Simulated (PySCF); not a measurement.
# NF3 (SMILES FN(F)F): M06-2X/STO-6G

Aim: the vertical singlet–triplet gap of NF3 at M06-2X/STO-6G, from 2 runs. 

The calculation is run with PySCF 2.14.0.

7 further runs of the same task are left out: 2 that didn't finish, 5 set aside as unsound or not needed.

**1. The structure to begin with**

NF3: 4 atoms, total charge 0, spin state singlet. As SMILES, `FN(F)F`. The coordinates come from a PBE0-D4/def2-TZVP relaxation.

Bond lengths: F1–N2 1.360 Å, N2–F3 1.360 Å, N2–F4 1.360 Å. Angles: F1–N2–F3 102.1°, F1–N2–F4 102.1°, F3–N2–F4 102.1°.

**2. A single-point energy at M06-2X/STO-6G**

File calc.py:

```python
from pyscf import gto, dft

mol = gto.M(
    atom='''
F      0.614010     0.000340     1.066930
N      0.353420    -0.074150    -0.266250
F     -0.636280    -1.006490    -0.312240
F     -0.331150     1.080310    -0.488440
''',
    basis='sto-6g',
    verbose=4,
    max_memory=1860,
)

mf = dft.RKS(mol)
mf.xc = 'm06-2x'
mf.conv_tol = 1e-10
mf.grids.level = 5
mf.kernel()
if not mf.converged:
    mf = mf.newton().run(mf.mo_coeff, mf.mo_occ)

e_tot = mf.e_tot
print('Final energy', e_tot)
```

The run is started by

```bash
$ OMP_NUM_THREADS=1 python calc.py
```

The program printed:

```text
PySCF version 2.14.0

[INPUT] num. atoms = 4
[INPUT] num. electrons = 34
[INPUT] charge = 0
[INPUT] spin (= nelec alpha-beta = 2S) = 0
[INPUT] symmetry False subgroup None
[INPUT] Mole.unit = angstrom
[INPUT] Symbol           X                Y                Z      unit          X                Y                Z       unit  Magmom
[INPUT]  1 F      0.614010000000   0.000340000000   1.066930000000 AA    1.160310737744   0.000642506882   2.016205494082 Bohr   0.0
[INPUT]  2 N      0.353420000000  -0.074150000000  -0.266250000000 AA    0.667867006944  -0.140123192136  -0.503139580665 Bohr   0.0
[INPUT]  3 F     -0.636280000000  -1.006490000000  -0.312240000000 AA   -1.202394938538  -1.901990447113  -0.590048085134 Bohr   0.0
[INPUT]  4 F     -0.331150000000   1.080310000000  -0.488440000000 AA   -0.625782806150   2.041490029629  -0.923017828283 Bohr   0.0

nuclear repulsion = 134.276059643879
number of shells = 12
number of NR pGTOs = 120
number of NR cGTOs = 20
basis = sto-6g
ecp = {}

******** <class 'pyscf.dft.rks.RKS'> ********
method = RKS
initial guess = minao
damping factor = 0
level_shift factor = 0
DIIS = <class 'pyscf.scf.diis.CDIIS'>
diis_start_cycle = 1
diis_space = 8
diis_damp = 0
SCF conv_tol = 1e-10
SCF conv_tol_grad = None
SCF max_cycles = 50
direct_scf = True
direct_scf_tol = 1e-13
XC library pyscf.dft.libxc version 7.0.0
    S. Lehtola, C. Steigemann, M. J.T. Oliveira, and M. A.L. Marques.,  SoftwareX 7, 1–5 (2018)
XC functionals = m06-2x
    Y. Zhao and D. G. Truhlar.,  Theor. Chem. Acc. 120, 215 (2008)
    Y. Zhao and D. G. Truhlar.,  Theor. Chem. Acc. 120, 215 (2008)
radial grids:
    Treutler-Ahlrichs [JCP 102, 346 (1995); DOI:10.1063/1.469408] (M4) radial grids

becke partition: Becke, JCP 88, 2547 (1988); DOI:10.1063/1.454033
pruning grids: <function nwchem_prune>
grids dens level: 5
symmetrized grids: False
atomic radii adjust function: <function treutler_atomic_radii_adjust>
small_rho_cutoff = 0
Set gradient conv threshold to 1e-05
Initial guess from minao.
tot grids = 173752
init E= -352.722561257251
  HOMO = -0.310623790047402  LUMO = 0.144368285551588  gap/eV = 12.38097
cycle= 1 E= -352.103848244968  delta_E= 0.619  |g|= 0.817  |ddm|= 2.77
  HOMO = -0.274954590069748  LUMO = 0.15257123505432  gap/eV = 11.63357
cycle= 2 E= -352.146964863605  delta_E= -0.0431  |g|= 0.786  |ddm|= 1.82
  HOMO = -0.263085367689091  LUMO = 0.26905014190978  gap/eV = 14.48014
cycle= 3 E= -352.326891428726  delta_E= -0.18  |g|= 0.0163  |ddm|= 0.844
  HOMO = -0.266187901454732  LUMO = 0.27444165865749  gap/eV = 14.71128
cycle= 4 E= -352.327156915388  delta_E= -0.000265  |g|= 0.00437  |ddm|= 0.0569
  HOMO = -0.265959675191022  LUMO = 0.274938646471123  gap/eV = 14.71859
cycle= 5 E= -352.327176617821  delta_E= -1.97e-05  |g|= 0.00018  |ddm|= 0.02
  HOMO = -0.265959298599439  LUMO = 0.274906229019115  gap/eV = 14.71770
cycle= 6 E= -352.327176643214  delta_E= -2.54e-08  |g|= 3.72e-05  |ddm|= 0.000646
  HOMO = -0.265958286736193  LUMO = 0.274904345239679  gap/eV = 14.71762
cycle= 7 E= -352.327176644819  delta_E= -1.6e-09  |g|= 5.06e-06  |ddm|= 0.000176
  HOMO = -0.26595779277293  LUMO = 0.274906040564283  gap/eV = 14.71765
cycle= 8 E= -352.327176644838  delta_E= -1.88e-11  |g|= 2.23e-06  |ddm|= 1.8e-05
  HOMO = -0.265957717544128  LUMO = 0.274905718109663  gap/eV = 14.71764
Extra cycle  E= -352.327176644839  delta_E= -1.76e-12  |g|= 1.31e-06  |ddm|= 6.07e-06
converged SCF energy = -352.327176644839
Final energy -352.3271766448395
```

It took 4.2 s on 1 thread of Arm Neoverse V2, shared host; peak memory 0.2 GiB.

**3. The triplet at the same level**

File calc.py:

```python
from pyscf import gto, dft

mol = gto.Mole()
mol.atom = [
    ('F', (0.614010, 0.000340, 1.066930)),
    ('N', (0.353420, -0.074150, -0.266250)),
    ('F', (-0.636280, -1.006490, -0.312240)),
    ('F', (-0.331150, 1.080310, -0.488440)),
]
mol.verbose = 4
mol.spin = 2
mol.max_memory = 1860
mol.basis = 'sto-6g'
mol.build()

mf = dft.UKS(mol)
mf.xc = 'm06-2x'
mf.grids.level = 5
mf.conv_tol = 1e-10
mf.kernel()
if not mf.converged:
    mf = mf.newton().run(mf.mo_coeff, mf.mo_occ)

etot = mf.e_tot
print(f'total energy: {etot:.8f} hartree')
```

The run is started by

```bash
$ OMP_NUM_THREADS=1 python calc.py
```

The program printed:

```text
PySCF version 2.14.0

[INPUT] num. atoms = 4
[INPUT] num. electrons = 34
[INPUT] charge = 0
[INPUT] spin (= nelec alpha-beta = 2S) = 2
[INPUT] symmetry False subgroup None
[INPUT] Mole.unit = angstrom
[INPUT] Symbol           X                Y                Z      unit          X                Y                Z       unit  Magmom
[INPUT]  1 F      0.614010000000   0.000340000000   1.066930000000 AA    1.160310737744   0.000642506882   2.016205494082 Bohr   0.0
[INPUT]  2 N      0.353420000000  -0.074150000000  -0.266250000000 AA    0.667867006944  -0.140123192136  -0.503139580665 Bohr   0.0
[INPUT]  3 F     -0.636280000000  -1.006490000000  -0.312240000000 AA   -1.202394938538  -1.901990447113  -0.590048085134 Bohr   0.0
[INPUT]  4 F     -0.331150000000   1.080310000000  -0.488440000000 AA   -0.625782806150   2.041490029629  -0.923017828283 Bohr   0.0

nuclear repulsion = 134.276059643879
number of shells = 12
number of NR pGTOs = 120
number of NR cGTOs = 20
basis = sto-6g
ecp = {}

******** <class 'pyscf.dft.uks.UKS'> ********
method = UKS
initial guess = minao
damping factor = 0
level_shift factor = 0
DIIS = <class 'pyscf.scf.diis.CDIIS'>
diis_start_cycle = 1
diis_space = 8
diis_damp = 0
SCF conv_tol = 1e-10
SCF conv_tol_grad = None
SCF max_cycles = 50
direct_scf = True
direct_scf_tol = 1e-13
number electrons alpha = 18  beta = 16
XC library pyscf.dft.libxc version 7.0.0
    S. Lehtola, C. Steigemann, M. J.T. Oliveira, and M. A.L. Marques.,  SoftwareX 7, 1–5 (2018)
XC functionals = m06-2x
    Y. Zhao and D. G. Truhlar.,  Theor. Chem. Acc. 120, 215 (2008)
    Y. Zhao and D. G. Truhlar.,  Theor. Chem. Acc. 120, 215 (2008)
radial grids:
    Treutler-Ahlrichs [JCP 102, 346 (1995); DOI:10.1063/1.469408] (M4) radial grids

[... 10 lines left out ...]
[... the frontier-level lines of each cycle are left out ...]
[... 3 lines left out ...]
[... 5 lines left out ...]
[... 5 lines left out ...]
[... 5 lines left out ...]
[... 5 lines left out ...]
[... 5 lines left out ...]
[... 5 lines left out ...]
[... 5 lines left out ...]
[... 5 lines left out ...]
[... 5 lines left out ...]
[... 5 lines left out ...]
[... 5 lines left out ...]
[... 5 lines left out ...]
[... 5 lines left out ...]

cycle= 14 E= -352.035234246827  delta_E= -4.58e-07  |g|= 0.000128  |ddm|= 0.00501


cycle= 15 E= -352.035234304168  delta_E= -5.73e-08  |g|= 6.45e-05  |ddm|= 0.00215


cycle= 16 E= -352.035234337818  delta_E= -3.36e-08  |g|= 6.35e-05  |ddm|= 0.00129


cycle= 17 E= -352.035234363015  delta_E= -2.52e-08  |g|= 1.59e-05  |ddm|= 0.0014


cycle= 18 E= -352.03523436734  delta_E= -4.33e-09  |g|= 5.8e-06  |ddm|= 0.000754


cycle= 19 E= -352.035234367596  delta_E= -2.56e-10  |g|= 3.4e-06  |ddm|= 0.000125


cycle= 20 E= -352.035234367776  delta_E= -1.8e-10  |g|= 9.5e-07  |ddm|= 0.000146


cycle= 21 E= -352.035234367791  delta_E= -1.51e-11  |g|= 3.69e-07  |ddm|= 4.34e-05


Extra cycle  E= -352.035234367792  delta_E= -5.68e-13  |g|= 2.59e-07  |ddm|= 1.8e-06
converged SCF energy = -352.035234367792  <S^2> = 2.0082483  2S+1 = 3.0054938
total energy: -352.03523437 hartree
```

Run time: 13 s. Hardware: 1 thread of Arm Neoverse V2, shared host; peak memory 0.22 GiB.

**4. Outcome**

Level: M06-2X/STO-6G.

| quantity | value |
| --- | --- |
| singlet: total energy | -352.32718 Eh |
| singlet: dipole moment | 0.48 D |
| singlet: HOMO energy | -7.24 eV |
| singlet: LUMO energy | 7.48 eV |
| singlet: HOMO–LUMO gap | 14.72 eV |
| triplet: total energy | -352.03523 Eh |
| triplet: dipole moment | 0.17 D |
| triplet: HOMO energy (highest over α and β) | 0.63 eV |
| triplet: ⟨S²⟩ | 2.008 |
| vertical energy of the triplet above the singlet | 7.944 eV |

**Reading.** At this shape the triplet lies 7.94 eV (766 kJ/mol) above the singlet. In a minimal basis such a difference can be off by several eV, whatever the method.
